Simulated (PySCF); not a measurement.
Here is a computed PBE0-D3(BJ)/def2-SVP geometry (Å):
```
atom  x, y, z in Å
Cl1   -2.0040   -0.6715    0.3581
C2    -0.5872    0.2696    0.1669
Cl3   -0.7587    1.9495    0.4456
C4     0.5948   -0.2803   -0.1827
Cl5    0.7680   -1.9604   -0.4587
Cl6    2.0123    0.6605   -0.3710
```

Charge 0, singlet.

(1) Which heavy atoms are bonded, and with what formal order?

(2) Write the SMILES.

(3) What is the point group of this geometry?

(4) Classify the heavy atoms.

(5) What is the arrangement about C2?

Answers

(1) Cl1–C2 1.71 Å (single); C2–Cl3 1.71 Å (single); C2–C4 1.35 Å (double); C4–Cl5 1.71 Å (single); C4–Cl6 1.71 Å (single).

(2) `ClC(Cl)=C(Cl)Cl`, C2Cl4. Among its features: C=C double bond and C–Cl bond.

(3) D2h (tolerance 0.08 Å).

(4) Cl1/Cl3/Cl5/Cl6: vinyl chlorine; C2/C4: vinylic C–Cl carbon.

(5) It has 3 neighbours (Cl1, Cl3, C4) and is planar (angles 122.0°, 122.0° and 116.0°, sum 360.0°, 0.00 Å off the plane of its three neighbours).
